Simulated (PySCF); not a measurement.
**AlSi+: from the state search to spectroscopic constants**

An exercise on one series of results from a longer session: the logs are not shown, and one member is left open.

Program: PySCF 2.14.0. Level of theory: Al def2-SVP, Si def2-SVP, no relativity. These are calculated values, not measurements.

The first run:

A driver script around PySCF takes these settings:

```json
{
 "atoms": "Al, Si",
 "charge": "1",
 "basis": "Al def2-SVP, Si def2-SVP",
 "Hamiltonian": "no relativity",
 "basis functions": "36",
 "electrons treated": "26",
 "masses in u": "26.9815, 27.9769",
 "levels": "PBE0, PBE, r²SCAN, B97-3, r²SCANh, B3LYP, CAM-B3LYP, HF, MP2, SCS-MP2, CCSD, CCSD(T)",
 "grid": "80 radial by 434 angular points",
 "occupations": "held fixed by the projection of orbital angular momentum",
 "dissociation limit": "Al+ + Si, each in its ground configuration",
 "starting distance in angstrom": "2.410",
 "values of 2S to try": "0, 2"
}
```

The run is started by

```
$ OMP_NUM_THREADS=1 python dia.py task.json out
```

Among the steps run: Set-up; The PBE0 curve of the state that the search chose; Other states along the same grid; PBE; r²SCAN (meta-GGA); B97-3 (global hybrid GGA); r²SCANh (hybrid meta-GGA); B3LYP; CAM-B3LYP (range-separated hybrid); ROHF; MP2 and coupled cluster.

One table of the session follows, with a row left open; its other results are not shown here.

Energy (eV) from each level's lowest point:

| R (Å) | ROHF | ROHF-MP2 | ROHF-SCS-MP2 | ROHF-CCSD | ROHF-CCSD(T) |
| --- | --- | --- | --- | --- | --- |
| 2.404 | 0.537 | 0.305 | 0.327 | n/a | n/a |
| 2.515 | 0.336 | 0.133 | 0.147 | 0.161 | 0.140 |
| 2.627 | 0.198 | 0.048 | 0.057 | 0.061 | 0.047 |
| 2.711 | ? | ? | ? | ? | ? |
| 2.795 | 0.076 | 0.002 | 0.004 | 0.003 | 0.000 |
| 2.879 | 0.041 | 0.000 | 0.000 | 0.000 | 0.002 |
| 2.991 | 0.013 | 0.011 | 0.007 | 0.011 | 0.019 |
| 3.130 | 0.000 | 0.037 | 0.029 | 0.039 | 0.053 |
| 3.298 | 0.004 | 0.079 | 0.065 | 0.083 | 0.104 |
| 3.522 | 0.030 | 0.141 | 0.122 | n/a | n/a |

Estimate the missing values for R (Å) = 2.711.

Worked estimate for «ROHF». A straight line through the neighbours (2.627, 0.198) and (2.795, 0.076) gives 0.198 + (0.076 − 0.198) × (2.711 − 2.627) / (2.795 − 2.627) = 0.137; a parabola fitted to 4 rows on both sides gives 0.126.

**Answer.** ROHF: 0.126; ROHF-MP2: 0.016; ROHF-SCS-MP2: 0.022; ROHF-CCSD: 0.021; ROHF-CCSD(T): 0.013. In «ROHF» the line misses by +0.011 and the parabola by 0.000.
